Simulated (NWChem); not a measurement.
The numbers come from NWChem runs, not from measurements. System: Li (-1), charge -1, spin multiplicity 1. Level: CCSD(T)/def2-TZVPD, no orbitals frozen.

The NWChem input:

```
start mol
memory heap 100 mb stack 700 mb global 1900 mb
charge -1
geometry units angstroms nocenter noautoz
  Li     0.000000     0.000000     0.000000
  symmetry group D2h
end
basis spherical
  * library def2-tzvpd
end
scf
  rhf
  nopen 0
  maxiter 100
  thresh 1e-7
  semidirect memsize 60000000 filesize 0
end
ccsd
  maxiter 60
end
task ccsd(t) energy
```

NWChem printed:

```
             Northwest Computational Chemistry Package (NWChem) 7.3.0
             --------------------------------------------------------

                                NWChem Input Module
                                -------------------

 Scaling coordinates for geometry "geometry" by  1.889725989
 (inverse scale =  0.529177249)

                             Geometry "geometry" -> ""
                             -------------------------

 Output coordinates in angstroms (scale by  1.889725989 to convert to a.u.)

  No.       Tag          Charge          X              Y              Z
 ---- ---------------- ---------- -------------- -------------- --------------
    1 Li                   3.0000     0.00000000     0.00000000     0.00000000

 Effective nuclear repulsion energy (a.u.)       0.0000000000

            Nuclear Dipole moment (a.u.)
            ----------------------------
        X                 Y               Z
 ---------------- ---------------- ----------------
     0.0000000000     0.0000000000     0.0000000000

      Symmetry information
      --------------------

 Group name             D2h
 Group number             26
 Group order               8
 No. of unique centers     1

      Symmetry unique atoms

     1


 Summary of "ao basis" -> "" (spherical)
 ------------------------------------------------------------------------------
       Tag                 Description            Shells   Functions and Types
 ---------------- ------------------------------  ------  ---------------------
 *                         def2-tzvpd                 on all atoms

 Summary of "ao basis" -> "ao basis" (spherical)
 ------------------------------------------------------------------------------
       Tag                 Description            Shells   Functions and Types
 ---------------- ------------------------------  ------  ---------------------
 Li                        def2-tzvpd                9       17   5s4p

                                 NWChem SCF Module
                                 -----------------

  ao basis        = "ao basis"
  functions       =    17
  atoms           =     1
  closed shells   =     2
  open shells     =     0
  charge          =  -1.00
  wavefunction    = RHF
  use symmetry    = T
  symmetry adapt  = T

 Summary of "ao basis" -> "ao basis" (spherical)
 ------------------------------------------------------------------------------
       Tag                 Description            Shells   Functions and Types
 ---------------- ------------------------------  ------  ---------------------
 Li                        def2-tzvpd                9       17   5s4p

      Symmetry analysis of basis
      --------------------------

        ag          5
        au          0
        b1g         0
        b1u         4
        b2g         0
        b2u         4
        b3g         0
        b3u         4

 Forming initial guess at       0.0s

      Superposition of Atomic Density Guess
      -------------------------------------

 Sum of atomic energies:          -7.43265159

 Renormalizing density from       3.00 to      4

      Non-variational initial energy
      ------------------------------

 Total energy =      -8.792480
 1-e energy   =     -12.951262
 2-e energy   =       4.158782
 HOMO         =       0.121586
 LUMO         =       0.166965

      Symmetry analysis of molecular orbitals - initial
      -------------------------------------------------

 !! scf_movecs_sym_adapt:   12 vectors were symmetry contaminated
[...]
                                                time     time      time
-------------------------------------------------------------------------
   1     -0.0578611934 -5.786D-02  2.498D-01     0.01     0.00     0.01
   2     -0.0620205279 -4.159D-03  1.210D-01     0.01     0.00     0.01
   3     -0.0656230692 -3.603D-03  5.909D-03     0.01     0.00     0.01
   4     -0.0657064400 -8.337D-05  7.317D-03     0.01     0.00     0.01
   5     -0.0659104216 -2.040D-04  5.677D-04     0.01     0.00     0.01
   6     -0.0658746349  3.579D-05  4.706D-04     0.01     0.00     0.01
   7     -0.0658871702 -1.254D-05  9.557D-05     0.01     0.00     0.01
   8     -0.0658850659  2.104D-06  7.952D-06     0.01     0.00     0.01
   9     -0.0658851509 -8.500D-08  2.265D-06     0.01     0.00     0.01
  10     -0.0658851697 -1.879D-08  1.116D-06     0.01     0.00     0.01
  11     -0.0658852049 -3.518D-08  9.823D-08     0.01     0.00     0.01
                  *************converged*************
-------------------------------------------------------------------------

 -----------
 CCSD Energy
 -----------
 Reference energy:              -7.418815999685511
 CCSD corr. energy:             -0.065885204885326
 Total CCSD energy:             -7.484701204570837

 --------------------------------
 Spin Component Scaled (SCS) CCSD
 --------------------------------
 Same spin contribution:                 -0.000475549296789
 Same spin scaling factor:                1.130000000000000
 Opposite spin contribution:             -0.065409655588538
 Opposite spin scaling fact.:             1.270000000000000
 SCS-CCSD correlation energy:            -0.083607633302814
 Total SCS-CCSD energy:                  -7.502423632988325
 memory            104856372

*********triples calculation*********

nkpass=    1; nvpass=    1; memdrv=           4380; memtrn=         184194; memavail=      104856324
 memory available/node                      104856324
 total number of virtual orbitals        15
 number of virtuals per integral pass    15
 number of integral evaluations           1
 number of occupied per triples pass      2
 number of triples passes                 1

 commencing integral evaluation        1 at           0.15
  symmetry use  T
task         2 out of        45 done   4%  at       0.0 secs
task         3 out of        45 done   6%  at       0.0 secs
task         5 out of        45 done  11%  at       0.0 secs
task         7 out of        45 done  15%  at       0.0 secs
task         9 out of        45 done  20%  at       0.0 secs
task        12 out of        45 done  26%  at       0.0 secs
task        14 out of        45 done  31%  at       0.0 secs
task        16 out of        45 done  35%  at       0.0 secs
task        18 out of        45 done  40%  at       0.0 secs
task        21 out of        45 done  46%  at       0.0 secs
task        23 out of        45 done  51%  at       0.0 secs
task        25 out of        45 done  55%  at       0.0 secs
task        27 out of        45 done  60%  at       0.0 secs
task        30 out of        45 done  66%  at       0.0 secs
task        32 out of        45 done  71%  at       0.0 secs
task        34 out of        45 done  75%  at       0.0 secs
task        36 out of        45 done  80%  at       0.0 secs
task        39 out of        45 done  86%  at       0.0 secs
task        41 out of        45 done  91%  at       0.0 secs
task        43 out of        45 done  95%  at       0.0 secs
task        45 out of        45 done 100%  at       0.0 secs
 commencing triples evaluation - blocking       1
 ccsd(t): done        1 out of       15 progress:    6.7%
 ccsd(t): done        2 out of       15 progress:   13.3%
 ccsd(t): done        3 out of       15 progress:   20.0%
 ccsd(t): done        4 out of       15 progress:   26.7%
 ccsd(t): done        5 out of       15 progress:   33.3%
 ccsd(t): done        6 out of       15 progress:   40.0%
 ccsd(t): done        7 out of       15 progress:   46.7%
 ccsd(t): done        8 out of       15 progress:   53.3%
 ccsd(t): done        9 out of       15 progress:   60.0%
 ccsd(t): done       10 out of       15 progress:   66.7%
 ccsd(t): done       11 out of       15 progress:   73.3%
 ccsd(t): done       12 out of       15 progress:   80.0%
 ccsd(t): done       13 out of       15 progress:   86.7%
 ccsd(t): done       14 out of       15 progress:   93.3%
 ccsd(t): done       15 out of       15 progress:  100.0%
 Time for integral evaluation pass     1        0.01
 Time for triples evaluation pass      1        0.00

 pseudo-e(mp4)  -0.18141641726578E-03
 pseudo-e(mp5)   0.63287794787827E-05
        e(t)    -0.17508763778700E-03

 --------------
 CCSD(T) Energy
 --------------
 Reference energy:                      -7.418815999685511

 CCSD corr. energy:                     -0.065885204885326
 T(CCSD) corr. energy:                  -0.000181416417266
 Total CCSD+T(CCSD) energy:             -7.484882620988103

 CCSD corr. energy:                     -0.065885204885326
 (T) corr. energy:                      -0.000175087637787
 Total CCSD(T) energy:                  -7.484876292208624

 routine      calls  cpu(0)   cpu-min  cpu-ave  cpu-max   i/o
 aoccsd          1     0.00     0.00     0.00     0.00    0.00
 iterdrv         1     0.00     0.00     0.00     0.00    0.00
 pampt          11     0.00     0.00     0.00     0.00    0.00
 t2pm           11     0.00     0.00     0.00     0.00    0.00
 sxy            11     0.00     0.00     0.00     0.00    0.00
 ints        22275     0.10     0.10     0.10     0.10    0.00
 t2eri         495     0.01     0.01     0.01     0.01    0.00
 idx2          495     0.00     0.00     0.00     0.00    0.00
 idx34          11     0.00     0.00     0.00     0.00    0.00
 ht2pm          11     0.00     0.00     0.00     0.00    0.00
 itm            11     0.01     0.01     0.01     0.01    0.00
 pdiis          11     0.00     0.00     0.00     0.00    0.00
 triples         1     0.00     0.00     0.00     0.00    0.00
 rdtrpo          1     0.00     0.00     0.00     0.00    0.00
 trpmos          1     0.01     0.01     0.01     0.01    0.00
 trpdrv          1     0.00     0.00     0.00     0.00    0.00
 dovvv         180     0.00     0.00     0.00     0.00    0.00
 doooo         180     0.00     0.00     0.00     0.00    0.00
 tengy         120     0.00     0.00     0.00     0.00    0.00
 Total                 0.15     0.15     0.15     0.15    0.00

 Task  times  cpu:        0.2s     wall:        0.2s

 Total times  cpu:        0.2s     wall:        0.2s
```
